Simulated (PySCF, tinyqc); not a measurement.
Ways to converge the cycle: SCF convergence aids in the sto-6g basis, for BH, spin multiplicity 1. Computed by the program tinyqc with PySCF. 

Geometry (angstrom):

| atom | x | y | z |
|---|---|---|---|
| B | 0.0000 | 0.0000 | 0.0000 |
| H | 0.0000 | 0.0000 | 1.6260 |

lowest restricted solution found by these runs and by PySCF = -24.944377 hartree

RHF with one setting changed at a time; a run stops when the energy changes by less than 1e-09 hartree and the error matrix is below 1e-5. The start is the core Hamiltonian. Damping d keeps d of the old density; a shift (hartree) raises the virtual levels; DIIS n extrapolates F over n matrices.

Largest element of the error matrix X^T (FDS - SDF) X:

| iteration | plain | damping 0.3 | damping 0.6 | shift 0.4 | DIIS 3 | DIIS 8 |
|---|---|---|---|---|---|---|
| 1 | 4.6e-01 | 4.6e-01 | 4.6e-01 | 4.6e-01 | 4.6e-01 | 4.6e-01 |
| 2 | 1.3e-01 | 1.2e-01 | 3.1e-01 | 3.9e-01 | 1.3e-01 | 1.3e-01 |
| 3 | 3.1e-02 | 6.1e-02 | 1.9e-01 | 1.4e-01 | 3.8e-02 | 3.8e-02 |
| 4 | 1.0e-02 | 3.1e-02 | 1.1e-01 | 4.7e-02 | 2.4e-03 | 2.4e-03 |
| 5 | 3.5e-03 | 1.6e-02 | 6.4e-02 | 1.6e-02 | 1.7e-04 | 1.3e-04 |
| 6 | 1.2e-03 | 8.9e-03 | 4.4e-02 | 5.7e-03 | 6.2e-06 | 1.1e-06 |
| 8 | 1.3e-04 | 2.6e-03 | 2.2e-02 | 7.2e-04 | - | - |
| 10 | 1.5e-05 | 7.5e-04 | 1.1e-02 | 9.8e-05 | - | - |
| 14 | - | 6.2e-05 | 3.0e-03 | 6.7e-06 | - | - |
| 20 | - | 1.5e-06 | 5.0e-04 | - | - | - |
| 30 | - | - | 2.3e-05 | - | - | - |

How each run ends:

| run | iterations | E (hartree) | state |
|---|---|---|---|
| plain | 11 | -24.944377 | lowest found |
| damping 0.3 | 20 | -24.944377 | lowest found |
| damping 0.6 | 41 | -24.944377 | lowest found |
| shift 0.4 | 14 | -24.944377 | lowest found |
| DIIS 3 | 7 | -24.944377 | lowest found |
| DIIS 8 | 7 | -24.944377 | lowest found |

6 of 6 runs reach the lowest restricted solution found, in 7 to 41 iterations (fastest: DIIS 3, DIIS 8). Plain steps already contract here, so damping only slows them. DIIS 3 and DIIS 8 gain by cancelling the error over several earlier matrices, much as a quasi-Newton step does. The restricted reference is unstable here: a spin-polarised solution lies 0.0066 hartree lower (PySCF), so results built on it describe a poor reference.
